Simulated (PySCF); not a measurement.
Geometries of 2 isomers of C2H2F2, from PBE0-D3(BJ)/def2-SVP geometry optimisation, gas phase (PySCF). One conformer each, no zero-point energy, no frequencies.

**Question.** Which isomer lies lower at this level?
A.
```xyz
6
angstrom
C      0.643   -0.349   -0.044
C     -0.519    0.281    0.036
F     -1.686   -0.306    0.137
F     -0.670    1.583    0.025
H      1.563    0.227   -0.125
H      0.669   -1.436   -0.028
```
B.
```xyz
6
angstrom
F      0.830   -0.602   -1.435
C      0.424    0.211   -0.467
C     -0.424   -0.211    0.467
F     -0.830    0.602    1.435
H      0.835    1.223   -0.506
H     -0.835   -1.223    0.506
```

**Answer.** A. That is `C=C(F)F`, 12.1 kcal/mol below the other.

```tsv
SMILES	atoms numbered as above	E (Eh)	relative (kcal/mol)	relative (kJ/mol)	dipole (D)
C=C(F)F	[CH2:1]=[C:2]([F:3])[F:4]	-276.57712	0.0	0.0	1.02
F/C=C/F	[F:1]/[CH:2]=[CH:3]/[F:4]	-276.55780	12.1	50.7	0.00
```

As drawn, the lower has two fluorines on one carbon, which the higher lacks.
